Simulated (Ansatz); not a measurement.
## ZnH⁺, singlet: the ladder up to RCCSDTQ

Geometry: that of the ZnH, doublet, kept fixed.

```yaml
atoms:
  - { symbol: Zn, position_ang: [0.0000, 0.0000, 0.0000] }
  - { symbol: H, position_ang: [0.0000, 0.0000, 1.6172] }
```

Basis def2-SVP; Ansatz 0.2.0. Only valence electrons are correlated (noble-gas cores frozen), which leaves 12 electrons in 27 orbitals. Prefix R: restricted or restricted open-shell reference. Active spaces: valence = (12e, 7o) chosen from the atoms' valence shells. No spin–orbit coupling is included, and no scalar relativity. The metal's outer-core shells are frozen, which leaves out core–valence correlation.

Full CI isn't at hand for all of this; RCCSDTQ serves as the reference, and is uncertain by about the last step of the cluster series.

* UHF ⟨S²⟩: 0.000
* T1 diagnostic (RCCSD): 0.0174
* largest doubles amplitude (RCCSD): 0.127

```
                            level  E − E(RCCSDTQ) (kJ/mol)  share of correlation (%)  wall time
                              RHF                    738.7                      0.00          –
                             RMP2                    -14.5                    101.96          –
                             CISD                     52.2                     92.93      0.7 s
                            RCCSD                     15.6                     97.89          –
                         RCCSD(T)                     -2.9                    100.39     0.33 s
                           RCCSDT                     -1.5                    100.20          –
                        RCCSDT(Q)                      0.8                     99.89        2 s
           CASSCF (valence space)                    675.6                      8.54          –
           NEVPT2 (valence space)                     57.5                     92.21     0.49 s
           MRCISD (valence space)                     36.5                     95.06          –
         MRCISD+Q (valence space)                     13.9                     98.12     0.94 s
MRCISD+Q(relaxed) (valence space)                     13.1                     98.22      1.2 s
```

The correlation energy at RCCSDTQ, counted from RHF, is -7.656 eV. That run took 23 s on 2 threads of AMD EPYC 7R13 with a shared H100 80 GB, shared host.

Times hold each run's SCF and search for its determinant on a shared host, so for small cases they say little of a method's own cost; they ran on 1 thread of AMD EPYC 7R13.

Natural occupations of CASSCF (valence space) about the gap: 2.000 2.000 2.000 2.000 1.927 0.073; effectively unpaired electrons, Σ n²(2−n)², 0.04.
